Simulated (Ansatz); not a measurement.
Results of PBE (plane waves, PAW; Ansatz, a program for electronic structure) for hcp Hf.

Run with plane-wave cutoff 520 eV, 16×16×10 k mesh (along the axes of the cell as run), Fermi–Dirac smearing 0.1 eV, perturbation theory, force constants from a 4×4×2 q mesh, scalar-relativistic PAW data made under PBE.

Computed at the level's own relaxed cell. Harmonic vibrational thermodynamics at fixed volume:

```csv
T (K),S_vib (J/K per mol of atoms),C_V (J/K per mol of atoms),F_vib (eV/atom)
0,0.00,0.00,0.0186
200,34.85,23.82,-0.0182
500,57.22,24.76,-0.1663
600,61.74,24.81,-0.2280
700,65.57,24.85,-0.2941
900,71.82,24.88,-0.4367
1000,74.44,24.90,-0.5126
```

The crystal is taken as a harmonic solid at every temperature: melting, phase changes and thermal expansion are not seen, nor the electrons' share in a metal.
